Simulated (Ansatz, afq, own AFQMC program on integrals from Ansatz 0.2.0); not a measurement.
**Breaking C1–O2 in CH$_{2}$O, singlet**

```
atom    x (Å)    y (Å)    z (Å)
   C   0.0010   0.0008   0.0012
   O   0.6965   0.5477   0.8062
   H  -0.5500   0.5605  -0.7970
   H  -0.1476  -1.1091  -0.0103
```

Products: CH2 (triplet, the lower of two spins tried; CH2) and O (triplet), each relaxed with PBE0/def2-SVP like the molecule; electronic energies without zero-point terms. Determinants: RHF, UHF and UHF in that order.

Basis def2-TZVP. Noble-gas cores (and the filled d shells of Ga–Kr and In–Xe) are frozen. AFQMC by an in-house program on the Cholesky factors that Ansatz 0.2.0 writes for its CCSD(T) run. ph-AFQMC/CISD is guided by a CISD state made of CCSD amplitudes; releasing the constraint for a short imaginary time cuts its bias at the price of noise, slowly where states lie close. Uncertainties: one standard error, sampling alone. The errors of all members are added in quadrature.

No full CI on the walks' own integrals is used here; CCSDT(Q) serves as the reference and is uncertain by about the last step of the cluster series. Each member takes its own surest rung, up to full CI.

The best estimate is CCSD(T) at the basis-set limit (CBS: def2-TZVPP and def2-QZVPP, with their diffuse functions for anions and beside diffuse sets, CCSD(T) itself extrapolated) plus the step from CCSD(T) to CCSDT(Q) in def2-TZVP. Rows without CBS are in def2-TZVP; B2PLYP and the wave-function rows carry a basis error of their own. Core correlation and relativity beyond core potentials are missing, and ± holds the sampling alone.

Best estimate: 766.2 kJ/mol.

```json
{"level": "HF", "bond energy (kJ/mol)": "427.9", "error against the best estimate (kJ/mol)": "-338.3"}
{"level": "MP2", "bond energy (kJ/mol)": "779.5", "error against the best estimate (kJ/mol)": "13.3"}
{"level": "CCSD", "bond energy (kJ/mol)": "713.5", "error against the best estimate (kJ/mol)": "-52.7"}
{"level": "CCSD(T)", "bond energy (kJ/mol)": "739.8", "error against the best estimate (kJ/mol)": "-26.4"}
{"level": "CCSDT", "bond energy (kJ/mol)": "738.3", "error against the best estimate (kJ/mol)": "-27.8"}
{"level": "CCSDT(Q)", "bond energy (kJ/mol)": "740.6", "error against the best estimate (kJ/mol)": "-25.6"}
{"level": "ph-AFQMC/CISD", "bond energy (kJ/mol)": "740.7 ± 0.7", "error against the best estimate (kJ/mol)": "-25.5 ± 0.7"}
{"level": "released AFQMC", "bond energy (kJ/mol)": "740.7 ± 1.0", "error against the best estimate (kJ/mol)": "-25.4 ± 1.0"}
{"level": "HF/CBS", "bond energy (kJ/mol)": "429.8", "error against the best estimate (kJ/mol)": "-336.4"}
{"level": "MP2/CBS", "bond energy (kJ/mol)": "808.4", "error against the best estimate (kJ/mol)": "42.2"}
{"level": "CCSD(T)/CBS", "bond energy (kJ/mol)": "765.4", "error against the best estimate (kJ/mol)": "-0.8"}
{"level": "PBE", "bond energy (kJ/mol)": "800.5", "error against the best estimate (kJ/mol)": "34.4"}
{"level": "r2SCAN", "bond energy (kJ/mol)": "739.1", "error against the best estimate (kJ/mol)": "-27.1"}
{"level": "PBE0", "bond energy (kJ/mol)": "747.3", "error against the best estimate (kJ/mol)": "-18.9"}
{"level": "B3LYP", "bond energy (kJ/mol)": "758.2", "error against the best estimate (kJ/mol)": "-7.9"}
{"level": "wB97M-V", "bond energy (kJ/mol)": "769.3", "error against the best estimate (kJ/mol)": "3.1"}
{"level": "B2PLYP", "bond energy (kJ/mol)": "760.0", "error against the best estimate (kJ/mol)": "-6.2"}
```

Correlation beyond CCSD(T) adds 0.8 kJ/mol. Going to the basis-set limit adds 25.6 kJ/mol at CCSD(T). The perturbative (T) step is worth +26.3 kJ/mol. The functionals spread over 61.4 kJ/mol; wB97M-V and B2PLYP come nearest and PBE is 34.4 kJ/mol too high.

Best estimates are given only where the step beyond CCSD(T) is under 0.3 eV and no member's determinant is very poor (T1 over 0.05, or 0.07 for open shells, ⟨S²⟩ too high by 0.3, two states mixed), so the hardest cases are missing from such tables.

The functionals ran in a triple-zeta set and keep a basis error of their own, a few kJ/mol for each bond in atomization energies and more for double hybrids, so close places among them and the extrapolated levels can swap.

CCSDT and higher add their correlation energy to the determinant of the CCSD(T) run, since their own runs factorise the integrals more tightly (a shift of under 2 meV). Each member of a difference takes its own highest rung, so a best estimate needn't equal the limit plus the step of one row. A walk keeps the symmetry of its determinant, which the program's search chose and which needn't be the lowest solution, so a lower state of the same spin and another symmetry isn't excluded. Released energies are given only where the last usable release times agree within the noise; a slower fall can still hide under it.
